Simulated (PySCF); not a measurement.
All values below come from PBE-D3(BJ)/def2-TZVP // r2SCAN-D4/def2-TZVP in PySCF. All species are isolated molecules in the gas phase. One relaxed conformer stands for a flexible species; it need not be the lowest. 

Reference species (SMILES): `NCN` (neutral, multiplicity 1).

```yaml
HOMO: -5.12 eV
```

Changed species: `C` (0 of 4 H replaced by NH2; the reference has 2 of 4 H replaced by NH2).

**Question.** Give the shifts of the HOMO.

**Answer.** the HOMO drops by 4.32 eV, to -9.44 eV.
